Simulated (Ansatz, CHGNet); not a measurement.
For trigonal Te, the machine-learned potential CHGNet 0.3.0 (trained on PBE and PBE+U data) gives:

- lattice parameter a: 4.506 Å
- lattice parameter c: 6.529 Å

**Question.** What does r²SCAN in Ansatz (PAW) give for the same quantities?

**Answer.** 
- lattice constant a: 4.621 Å (goes up by 2.6 %)
- lattice parameter c: 5.906 Å (drops by 9.5 %)

For comparison: lattice constant a 4.456 Å (measured, 293 K, no zero-point or thermal correction; as tabulated in Wikipedia's data pages); lattice parameter c 5.928 Å (measured, 293 K, not corrected to a static lattice; as tabulated in Wikipedia's data pages).

Changes are worked out from the printed values.

Unless a cell is named, each level is at its own relaxed cell (CHGNet 0.3.0 38.26, r²SCAN 36.40 Å³/atom).

Caveats: for a layered or molecular solid the relaxed cell lies over 5 % above the published volume, where the minimum can be shallow (r²SCAN); the cell comes from a level without a dispersion term, which matters for the spacing of layers, chains or molecules (r²SCAN); the cell has another shape than the first-principles one, perhaps another minimum in the same group (CHGNet 0.3.0). Ansatz's density-functional and Hartree–Fock values are scalar-relativistic unless marked +SOC, with PAW data made under PBE.

Ansatz is a first-principles code.
